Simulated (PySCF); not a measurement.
Species: C3H6OS.
InChI=1S/C3H6OS/c1-3(5)4-2/h1-2H3

The calculation used MP2 and CCSD/aug-cc-pVDZ in PySCF, restricted Hartree–Fock reference, 9 core orbitals frozen, non-relativistic, gas phase, PBE0-D3(BJ)/def2-SVP geometry.

E(HF) = -589.50281 Eh.

Problem. How large is the problem?

Solution. 173 basis functions and 48 electrons; 9 orbitals frozen, which leaves o = 15 correlated occupied and v = 149 virtual orbitals. That is o·v = 2235 singles and o·v(o·v + 1)/2 = 2498730 distinct closed-shell doubles amplitudes before symmetry; the costliest CCSD step grows as o²v⁴ = 1.1 × 10^11.

Problem. What are the MP2 and CCSD correlation energies?

Solution. MP2 -0.7725 Eh and CCSD -0.8182 Eh, which gives totals of -590.27529 and -590.32102 Eh. That is 0.742 eV for each correlated electron at CCSD (2148 kJ/mol in all, 0.139 % of the total energy); MP2 gives 94.4 % of the CCSD value.

Problem. What is the T1 diagnostic?

Solution. 0.0168, below the customary warning level of 0.02. It is the norm of the spatial-orbital singles amplitudes over the root of the number of correlated electrons, so the norm is 0.092.

Problem. How does correlation change the dipole moment?

Solution. HF gives 2.60 D and CCSD (unrelaxed density) 2.25 D, a change of -0.35 D; the two vectors are 6° apart.

Connected triples and the basis-set limit are missing.

The job also held the EOM ionisation roots. Hardware: one thread of an Arm Neoverse V1, no GPU, shared host. Cost: 9.3 min, 3.1 GiB resident at most.

Shape of the structure used: `[CH3:1][O:2][C:3]([CH3:4])=[S:5]`: C1–O2–C3–C4 -178°.

One conformer stands for the species.
